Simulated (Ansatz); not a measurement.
Rock-salt CaO was calculated with r²SCAN (Ansatz, an electronic-structure program, PAW).

The same calculation (at the measured cell, 13.919 Å³/atom) with different numerical settings:

```json
[
 {"run": "1", "k mesh": "4×4×4", "high-frequency dielectric constant": "3.478", "static dielectric constant": "14.731", "zone-centre TO phonon frequency (cm⁻¹)": "272.8"},
 {"run": "2", "k mesh": "6×6×6", "high-frequency dielectric constant": "3.514", "static dielectric constant": "14.489", "zone-centre TO phonon frequency (cm⁻¹)": "275.8"},
 {"run": "3", "k mesh": "8×8×8", "high-frequency dielectric constant": "3.518", "static dielectric constant": "14.483", "zone-centre TO phonon frequency (cm⁻¹)": "275.9"},
 {"run": "4", "k mesh": "12×12×12", "high-frequency dielectric constant": "3.518", "static dielectric constant": "14.483", "zone-centre TO phonon frequency (cm⁻¹)": "275.9"},
 {"run": "5", "k mesh": "16×16×16", "high-frequency dielectric constant": "3.518", "static dielectric constant": "14.483", "zone-centre TO phonon frequency (cm⁻¹)": "275.9"},
 {"run": "6", "k mesh": "20×20×20", "high-frequency dielectric constant": "3.518", "static dielectric constant": "14.483", "zone-centre TO phonon frequency (cm⁻¹)": "275.9"}
]
```

In the column static dielectric constant the first row differs from the last by +0.248 and the next to last by 0.000.

The last row is no converged limit: other settings stay fixed.

Note: the run warned that the k mesh is coarse for the response to a field.
